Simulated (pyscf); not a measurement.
PySCF, gas phase, ωB97X-D3(BJ)/def2-SVP geometries. MP2 and CC: frozen core, UHF for open shells. ΔMP2 is the change of the MP2 total energy from the triple- to the quadruple-zeta basis.

Problem. How much does it cost (ΔH, 298 K, CCSD(T)/def2-TZVPP + ΔMP2(QZVPP)) to split H₂N–Al(F)–F at its Al–N bond into NH₂• + [F–Al–F]•?

Solution. Al–N to NH₂• + [F–Al–F]•: 108.2 kcal/mol. The radicals are drawn with the spin at the cut bond; how far it spreads was not checked. The CCSD(T) − MP2 part came from Ansatz, without density fitting, on the same reference.
